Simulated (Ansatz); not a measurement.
**CHP2 (sextet): from Hartree-Fock to the top rungs, cc-pVDZ**

How much of the correlation energy of CHP2 (sextet) does each wave-function method recover here?

The runs use Ansatz 0.2.0, Gaussian basis; cc-pVDZ, core rule «outside noble gas», up to 11 orbitals frozen.

The runs, in order: UHF; CCSD(T) on ROHF; CCSD(T) on UHF; BCCD(T) on ROHF; CISD; CCSDT(Q) on ROHF; CCSDT(Q) on UHF; CASSCF and MRCISD+Q, 11 electrons in 11 orbitals; CASSCF and NEVPT2, 11 electrons in 11 orbitals.

24 further runs of the same task are left out: 2 for a known fault of the program, 12 that didn't finish, 10 set aside as unsound or not needed.

**1. The geometry**

The geometry is a PBE0/def2-TZVP stationary point (not a proven minimum) of the parent state, kept for this charge and spin.

4 atoms, charge 0, spin multiplicity 6.

Atoms are counted from 1 here; the program's logs count them from 0.

Bond lengths: C1–P2 1.643 Å, C1–H4 1.081 Å, P2–P3 2.118 Å. Angles: P2–C1–H4 141.3°, C1–P2–P3 103.9°.

**2. UHF**

Input file in.yaml:

```yaml
crystal:
  periodic: [false, false, false]
  atoms:
    - {symbol: C, position_ang: [0.000000, -0.762388, 1.596329]}
    - {symbol: P, position_ang: [0.000000, 0.565097, 0.628045]}
    - {symbol: P, position_ang: [0.000000, -0.235451, -1.332953]}
    - {symbol: H, position_ang: [0.000000, -1.045256, 2.639669]}
basis:
  gaussian: {orbitals: cc-pVDZ}
magnetization: {spin_polarized: true, initial_magnetization: 5}
hamiltonian: {xc: hf}
output: {orbitals: {seedname: orbitals}}
```

Started as:

```
> ansatz run in.yaml --threads 1 --pin off --events-out ev --progress --plain --max-ram 2393MiB
```

The runs that follow: CCSD(T) on ROHF; CCSD(T) on UHF; BCCD(T) on ROHF; CISD; CCSDT(Q) on ROHF; CCSDT(Q) on UHF; CASSCF and MRCISD+Q, 11 electrons in 11 orbitals; CASSCF and NEVPT2, 11 electrons in 11 orbitals.

Q: Predict the results of all the runs planned. Wanted: UCCSDT(Q) from the RHF energy; RMP2 from UCCSDT(Q); UMP2 from UCCSDT(Q); RCCSD from UCCSDT(Q); RCCSD(T) from UCCSDT(Q); UCCSD(T) from UCCSDT(Q); RCCSDT(Q) from UCCSDT(Q); NEVPT2 valence from UCCSDT(Q); MRCISD+Q valence from UCCSDT(Q).

The runs gave:

```
                         quantity                      value
    UCCSDT(Q) from the ROHF energy                 -8.7826 eV
              RMP2 from UCCSDT(Q)                +1569.1 meV
              UMP2 from UCCSDT(Q)                +1626.5 meV
             RCCSD from UCCSDT(Q)                 +318.7 meV
          RCCSD(T) from UCCSDT(Q)                  +62.3 meV
          UCCSD(T) from UCCSDT(Q)                  +63.0 meV
         RCCSDT(Q) from UCCSDT(Q)                   +1.4 meV
    NEVPT2 valence from UCCSDT(Q)                +1546.5 meV
  MRCISD+Q valence from UCCSDT(Q)                 +107.4 meV
levels within 1 kcal/mol (43 meV)  RCCSDT, UCCSDT, RCCSDT(Q)
                    T1 diagnostic                      0.032
   effectively unpaired electrons                       5.01
```

**Reading.** RCCSD(T) lands +62.3 meV from the yardstick (0.7 % of the correlation energy). One determinant dominates. Of the multireference levels listed MRCISD+Q valence comes nearest in total energy (+107.4 meV), which doesn't show that its space is the better one. These misses are within one basis, not against nature; the frozen cores of restricted and unrestricted runs differ, which can shift their rows.

With open shells the CI space here admits some triples and quadruples, so it is larger than plain CISD.
